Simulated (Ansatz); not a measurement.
Input file:

```yaml
crystal:
  periodic: [false, false, false]
  atoms:
    - {symbol: Mo, position_ang: [0.000000, 0.000000, 0.000000]}
    - {symbol: N, position_ang: [0.000000, 0.000000, 1.833800]}
basis:
  gaussian: {orbitals: def2-TZVPP}
magnetization: {spin_polarized: false, initial_magnetization: 7}
correlation: {method: fic_mrcisd_q, electrons: outside_noble_gas, active_space: {window: {electrons: 11, orbitals: 10}, shells: [{species: Mo, l: s, shell: 5}, {species: Mo, l: d, shell: 4}, {species: "N", l: s, shell: 2}, {species: "N", l: p, shell: 2}]}}
```

```sh
$ ansatz run in.yaml --threads 2 --pin off --events-out ev --progress --plain --max-ram 24576MiB --backend cuda --devices 0, --max-vram 18GiB
```

The program prints:

```
1063 factors; integrals over basis functions are off by at most 1.9e-7 eV
mean field evaluation 1: about -3315.7740 eV, gradient 1.2e1 eV
mean field evaluation 2: about -3316.0067 eV, gradient 1.2e1 eV
mean field evaluation 4: about -3316.5894 eV, gradient 4.1e0 eV
mean field evaluation 8: about -3316.7624 eV, gradient 6.6e-1 eV
mean field evaluation 16: about -3316.7666 eV, gradient 9.7e-6 eV
mean field evaluation 32: about -3316.5825 eV, gradient 2.2e0 eV
mean field evaluation 64: about -3316.3620 eV, gradient 2.4e0 eV
mean field -3316.76661304 eV, -121.8889248442 hartree, gradient 9.7e-6 eV, S^2 15.750000; 9 other end points of the search recorded, 0 dependent functions left out
reference -3316.76661304 eV, -121.8889248442 hartree; 14, 7 occupied and 73, 80 virtual orbitals, 1063 factors
state -3317.34453713 eV, -121.9101631626 hartree
contracted CI cycle   1: correlation 0.00000000 eV, 0.0000000000 hartree, residual 2.56e1 eV
contracted CI cycle   2: correlation -5.84994413 eV, -0.2149814817 hartree, residual 4.25e0 eV
contracted CI cycle   3: correlation -6.05086969 eV, -0.2223653595 hartree, residual 9.37e-1 eV
contracted CI cycle   4: correlation -6.06252052 eV, -0.2227935196 hartree, residual 2.67e-1 eV
contracted CI cycle   5: correlation -6.06361528 eV, -0.2228337516 hartree, residual 8.65e-2 eV
contracted CI cycle   6: correlation -6.06372502 eV, -0.2228377843 hartree, residual 2.82e-2 eV
contracted CI cycle   7: correlation -6.06373623 eV, -0.2228381965 hartree, residual 9.71e-3 eV
contracted CI cycle   8: correlation -6.06373750 eV, -0.2228382429 hartree, residual 3.07e-3 eV
contracted CI cycle   9: correlation -6.06373763 eV, -0.2228382478 hartree, residual 1.06e-3 eV
state -3317.34453713 eV, -121.9101631626 hartree; corrected -3323.89499713 eV, -122.1508881275 hartree
Total energy: -3323.89499713 eV, -122.1508881275 hartree
Checks for a lower state left out: starts, orbital_swaps
```

Ran on 2 threads of AMD EPYC 7R13 with a shared H100 80 GB, shared host: 13 s wall, 0.89 GiB peak host memory.
